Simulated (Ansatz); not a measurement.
Molecule (SMILES): CCl (CH3-Cl).
Atoms: C1, Cl2, H3, H4, H5. Bonds: C1-Cl2, C1-H3, C1-H4, C1-H5.

Basis-set convergence of the lowest harmonic wavenumber at HF with Ansatz (a quantum-chemistry and plane-wave program). Each level at its own minimum, finite differences of forces, unscaled; the reference is a large set that could be run, not a limit. Cartesian d functions, on some or all atoms, in 6-31G**; all else is spherical. The program fits the integrals of some runs and decomposes those of others, by size. No added dispersion term, no relativity. Reference: the value in aug-pcseg-2, 767 cm⁻¹, itself unsure by roughly 1 cm⁻¹ (its mean distance from aug-cc-pV(T+d)Z, def2-TZVPPD). Deviations are taken from unrounded values. Cost is core time over that of 6-31G, rough, on shared machines of one kind.

| basis | functions | lowest harmonic wavenumber (cm⁻¹) | minus reference (cm⁻¹) | cost |
|---|---|---|---|---|
| 6-31G | 28 | 683 | -84 | 1× |
| pcseg-0 | 28 | 655 | -112 | 0.6× |
| def2-SV(P) | 38 | 777 | 10 | 0.8× |
| def2-SVP | 47 | 775 | 8 | 0.9× |
| 6-31G** | 49 | 779 | 12 | 1× |
| cc-pV(D+d)Z | 52 | 768 | 1 | 1× |
| aug-pcseg-1 | 77 | 762 | -5 | 2× |
| cc-pV(T+d)Z | 111 | 770 | 3 | 2× |
| def2-TZVPP | 115 | 770 | 3 | 3× |
| jun-cc-pV(T+d)Z | 129 | 769 | 2 | 3× |
| def2-TZVPPD | 139 | 768 | 1 | 4× |
| 6-311++G(3df,3pd) | 140 | 772 | 5 | 4× |
| aug-pcseg-2 | 165 | 767 | 0 | 5× |

The smallest set listed that lies within 20 cm⁻¹ of the reference with all its larger relatives (same family, alike in diffuse functions; a set with none counts only in the reference's own line) is def2-SV(P) (38 functions, 0.8× in cost, 10 cm⁻¹ off). Inside, with no larger relative to test it: def2-TZVPPD, 6-311++G(3df,3pd). (Relatives not listed, tested too: 6-311G** 3, def2-TZVP 2, aug-cc-pV(T+d)Z 1 cm⁻¹.)
